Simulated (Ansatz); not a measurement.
**doublet SiNH2Cl+ at 6 levels**

Wanted: a comparison of 6 runs (UHF/STO-3G, U-r2SCAN/STO-3G, UB3LYP/STO-3G, UHSE06/STO-3G, UCCSDT/STO-3G, UCCSDTQ/STO-3G) of doublet SiNH2Cl+. 

The calculation is run with Ansatz 0.2.0.

66 further runs of the same task are left out: 66 set aside as unsound or not needed.

**1. Starting point**

SiNH2Cl+: 5 atoms, total charge +1, spin state doublet. As SMILES of the parent species, `N[Si]Cl`. Geometry: relaxed at PBE0-D4/def2-TZVP. This is one conformer, not always the lowest. That shape belongs to the parent species and isn't relaxed for this state.

Bond lengths: N1–Si2 1.701 Å, Si2–Cl3 2.104 Å, N1–H4 1.009 Å, N1–H5 1.010 Å. Angles: N1–Si2–Cl3 98.2°, Si2–N1–H4 121.0°, Si2–N1–H5 126.0°, H4–N1–H5 113.0°.

**2. A single-point energy at UHF/STO-3G (run 1)**

Input file molecule.yaml:

```yaml
crystal:
  periodic: [false, false, false]
  atoms:
    - {symbol: "N", position_ang: [-0.148200, 0.583400, -0.233900]}
    - {symbol: Si, position_ang: [-0.116200, -0.341800, 1.192600]}
    - {symbol: Cl, position_ang: [0.649000, -2.124500, 0.377300]}
    - {symbol: H, position_ang: [-0.473300, 1.538600, -0.227400]}
    - {symbol: H, position_ang: [0.138600, 0.270600, -1.150000]}
basis:
  gaussian:
    orbitals: STO-3G
total_charge: 1
magnetization:
  spin_polarized: true
  initial_magnetization: 1
hamiltonian:
  xc: hf
accuracy: high
```

The run is started by

```console
ansatz run molecule.yaml --threads 1 --pin off --max-ram 2610MiB --events-out events.jsonl --progress --plain --runs-dir runs
```

Log:

```text
Warning: RAYON_NUM_THREADS=1 ignored (pool sized by the plan → 1); use --threads N
Functional definition: HF
  name "HF"
  exchange = exact_x
  correlation = 0
457 factors; integrals over basis functions are off by at most 1.2e-8 eV
mean field evaluation 1: about -21626.1049 eV, gradient 2.0e1 eV
mean field evaluation 2: about -21626.1585 eV, gradient 2.0e1 eV
mean field evaluation 4: about -21630.0606 eV, gradient 1.8e0 eV
mean field evaluation 8: about -21630.1404 eV, gradient 1.3e-1 eV
mean field evaluation 16: about -21630.1393 eV, gradient 1.9e-8 eV
mean field evaluation 32: about -21627.2746 eV, gradient 1.3e1 eV
mean field evaluation 64: about -21629.3789 eV, gradient 2.2e0 eV
mean field evaluation 96: about -21630.0565 eV, gradient 7.5e-1 eV
mean field -21630.13927962 eV, -794.8929570912 hartree, gradient 1.9e-8 eV, S^2 0.784817; 1 other end points of the search recorded, 0 dependent functions left out
reference -21630.13927962 eV, -794.8929570912 hartree; 20, 19 occupied and 5, 6 virtual orbitals, 457 factors
Total energy: -21630.13927962 eV, -794.8929570912 hartree
```

It took 0.5 s on 1 thread of Arm Neoverse V1, shared host.

**3. A single-point energy at U-r2SCAN/STO-3G (run 2)**

Input file molecule.yaml:

```yaml
basis:
  gaussian:
    orbitals: STO-3G
crystal:
  periodic: [false, false, false]
  atoms:
    - {symbol: N, position_ang: [-0.148200, 0.583400, -0.233900]}
    - {symbol: Si, position_ang: [-0.116200, -0.341800, 1.192600]}
    - {symbol: Cl, position_ang: [0.649000, -2.124500, 0.377300]}
    - {symbol: H, position_ang: [-0.473300, 1.538600, -0.227400]}
    - {symbol: H, position_ang: [0.138600, 0.270600, -1.150000]}
total_charge: 1
magnetization:
  spin_polarized: true
  initial_magnetization: 1
hamiltonian:
  xc: {name: r2SCAN}
accuracy: high
```

The run is started by

```console
ansatz run molecule.yaml --threads 1 --pin off --max-ram 2610MiB --events-out events.jsonl --progress --plain --runs-dir runs
```

Log:

```text
Warning: RAYON_NUM_THREADS=1 ignored (pool sized by the plan → 1); use --threads N
Functional definition: r2SCAN
  name "r2SCAN"
  parameter k0 = 0.174
  parameter k1 = 0.065
  parameter a1 = 4.9479
  exchange = r2scan_x(k0 = k0, k1 = k1, a1 = a1)
  correlation = r2scan_c
457 factors; integrals over basis functions are off by at most 1.2e-8 eV
mean field evaluation 1: about -21660.2324 eV, gradient 2.9e1 eV
mean field evaluation 2: about -21622.0781 eV, gradient 7.2e1 eV
mean field evaluation 4: about -21667.3281 eV, gradient 5.9e0 eV
mean field evaluation 8: about -21667.6692 eV, gradient 4.5e-2 eV
mean field evaluation 16: about -21667.6692 eV, gradient 5.4e-6 eV
mean field evaluation 32: about -21666.5949 eV, gradient 1.9e0 eV
mean field -21667.66922344 eV, -796.2721570877 hartree, gradient 1.5e-8 eV, S^2 0.760842; 4 other end points of the search recorded, 0 dependent functions left out
reference -21667.66922422 eV, -796.2721571163 hartree; 20, 19 occupied and 5, 6 virtual orbitals, 457 factors
Total energy: -21667.66922422 eV, -796.2721571163 hartree
```

Wall time 9 s (1 thread of Arm Neoverse V1, shared host); peak memory 0.25 GiB.

Runs 3 to 5 aren't shown in full; the table further down has their settings and results.

**4. The energy at UCCSDTQ/STO-3G (run 6)**

Input file job.yaml:

```yaml
crystal:
  periodic: [false, false, false]
  atoms:
    - symbol: "N"
      position_ang: [-0.148200, 0.583400, -0.233900]
    - symbol: Si
      position_ang: [-0.116200, -0.341800, 1.192600]
    - symbol: Cl
      position_ang: [0.649000, -2.124500, 0.377300]
    - symbol: H
      position_ang: [-0.473300, 1.538600, -0.227400]
    - symbol: H
      position_ang: [0.138600, 0.270600, -1.150000]
basis:
  gaussian:
    orbitals: STO-3G
accuracy: high
scf:
  omitted_lower_state_checks: [cluster_reference, increment]
correlation:
  method: ccsdtq
  frozen_orbitals: {Cl: 5, H: 0, "N": 1, Si: 5}
magnetization:
  spin_polarized: true
  initial_magnetization: 1
total_charge: 1
```

The run is started by

```console
ansatz run job.yaml --threads 1 --pin off --max-ram 2610MiB --events-out events.jsonl --progress --plain --runs-dir runs
```

Log:

```text
Warning: RAYON_NUM_THREADS=1 ignored (pool sized by the plan → 1); use --threads N
[... 14 lines left out ...]
11 core orbitals not correlated: weight in the atoms' cores, before any rotation towards them, 1.000 or more for the frozen orbitals, at most 0.000 for the correlated occupied ones
[... 44 lines left out ...]
Total energy: -21633.60352148 eV, -795.0202656314 hartree
Checks for a lower state left out: cluster_reference, increment
```

Wall time 1.8 min (1 thread of Arm Neoverse V1, shared host); peak memory 0.55 GiB.

**5. All runs side by side**

| run | level | frozen core orbitals | energy (Eh) | ⟨S²⟩ | wall time |
| --- | --- | --- | --- | --- | --- |
| 1 | UHF/STO-3G | – | -794.892957 | 0.785 | 0.5 s |
| 2 | U-r2SCAN/STO-3G | – | -796.272157 | 0.761 | 9 s |
| 3 | UB3LYP/STO-3G | – | -796.313578 | 0.757 | 3 s |
| 4 | UHSE06/STO-3G | – | -795.997554 | 0.760 | 3.9 s |
| 5 | UCCSDT/STO-3G | 11 | -795.020545 | 0.785 | 2.1 s |
| 6 | UCCSDTQ/STO-3G | 11 | -795.020266 | 0.785 | 1.8 min |

**6. Results**

| quantity | value |
| --- | --- |
| run 6: total energy | -795.02027 Eh |
| run 6: correlation energy (11 core orbitals frozen) | -127.3 mEh |
| run 6: ⟨S²⟩ of the reference determinant | 0.785 |
| run 6: T1 diagnostic | 0.029 |

**Reading.** Below the UHF energy at the same shape and in the same basis (STO-3G): UCCSDT -127.6 mEh; UCCSDTQ -127.3 mEh. Totals of different functionals can't be ranked against each other. In runs 1, 2, 3, 4, 5, 6 the basis is minimal, so the values are rough. All runs together took 2.1 min, the longest 1.8 min.
